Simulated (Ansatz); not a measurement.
**doublet C₂N: levels of theory in one basis**

```xyz
3

C     0.0000    0.0000   -1.1827
N     0.0000    0.0000    0.0000
C     0.0000    0.0000    1.1827
```

Basis set: def2-SVP (spherical functions). Left uncorrelated: 3 orbitals. Correlation on ROHF uses semicanonical orbitals with singles. Charge 0, multiplicity 2.

Computed with Ansatz (development build ahead of 0.2.0); each method stands on the lowest determinant of its kind that the runs found.

| method | E − E(ROHF) (eV) | <S²> of the determinant |
| --- | --- | --- |
| ROHF | 0.00 | – |
| UHF | -0.43 | 0.83 |
| ROHF-MP2 | -9.44 | – |
| ROHF-CCSD(T) | -10.50 | – |
| UHF-CCSD(T) | -10.49 | 0.83 |

Question: What does UHF-MP2 give on the same scale?

Answer: -9.17 eV.
